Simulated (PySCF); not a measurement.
# Gas-phase XPS of `C=CC(=O)CC`, computed

Species: C₅H₈O.
Atom-mapped SMILES: `[CH2:1]=[CH:2][C:3](=[O:4])[CH2:5][CH3:6]`

Theory: delta-SCF UKS SCAN, pcX-2 on the ionised atom, pcseg-1 elsewhere, spin-free X2C in PySCF 2.14.0. Each binding energy is the total energy of the core-ionised species, with the hole localised on one atom, minus that of the ground state; both are solved self-consistently, so orbital relaxation is included.

Task: List the computed XPS lines with their assignment.

Result: 
| atom(s) | bonded to | level | binding energy (eV) | above the level's lowest (eV) | count |
| --- | --- | --- | --- | --- | --- |
| C6 | C and 3 H | C 1s | 290.54 | 0.00 | 1 |
| C1 | C (double bond) and 2 H | C 1s | 290.76 | +0.22 | 1 |
| C2 | C (double bond), C and H | C 1s | 290.82 | +0.28 | 1 |
| C5 | 2 C and 2 H | C 1s | 290.83 | +0.29 | 1 |
| C3 | O (double bond) and 2 C | C 1s | 293.07 | +2.53 | 1 |
| O4 | C (double bond) | O 1s | 537.29 | 0.00 | 1 |

The listed C 1s values span 2.53 eV, from C6 (bonded to C and 3 H) to C3 (bonded to O (double bond) and 2 C). The values 290.82 and 290.83 eV lie too close for their order to be trusted.

Task: Give the binding energy of C 1s of C6 in hartree and in kJ/mol.

Result: 290.54 eV = 10.6771 Eh = 28033 kJ/mol.

The structure is a single GFN2-xTB conformer in the gas phase; no vibrational or solvent corrections.

Hardware: one thread, Arm Neoverse V1, on a shared host. Cost: 62 s wall.

Shape of the structure used: `[CH2:1]=[CH:2][C:3](=[O:4])[CH2:5][CH3:6]`: C1–C2–C3–O4 4°, C2–C3–C5–C6 -179°.
